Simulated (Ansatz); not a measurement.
Ideal-gas functions of `C=C(F)F` at 600 K and 1 bar, from an Ansatz frequency run at PBE0-D4/def2-TZVP.

Molar mass 64.03 g/mol, point group C2v (symmetry number 2), electronic degeneracy 1, moments of inertia 45.539, 48.079, 93.618 u Å². Harmonic wavenumbers (cm⁻¹, unscaled): 442, 559, 650, 724, 826, 961, 964, 1341, 1405, 1798, 3216, 3321.

Use S(trans) = R[1.5 ln M + 2.5 ln T − 1.1517]; rotational temperatures θ = 24.2544 K / I; S(rot) = R[ln(√π/σ · √(T³/θAθBθC)) + 1.5]; for each mode x = 1.438777 ν̃/T, S = R[x/(eˣ − 1) − ln(1 − e⁻ˣ)] and H = RT x/(eˣ − 1); 1 cm⁻¹ = 0.0119627 kJ/mol; R = 8.31446 J/(mol·K).

Problem. By hand: the entropy, in J/(mol·K).

Solution. Translation 175.3. Rotation: θ = 0.5326, 0.5045, 0.2591 K, giving 102.3. Vibration, mode by mode: 8.21, 6.47, 5.42, 4.70, 3.87, 3.00, 2.98, 1.46, 1.29, 0.60, 0.03, 0.03, in all 38.1. Electronic 0.0. Sum 315.7 J/(mol·K).

Problem. By hand: H − E and G − E in kJ/mol, counted from the electronic energy.

Solution. Zero-point energy ½ × 16207 × 0.0119627 = 96.9; thermal vibration 14.8; translation, rotation and pV give 4 RT = 20.0. H − E = 131.7 kJ/mol, and G − E = 131.7 − 600 × 315.7/1000 = -57.7 kJ/mol.

Vibration gives 12 % of the entropy.
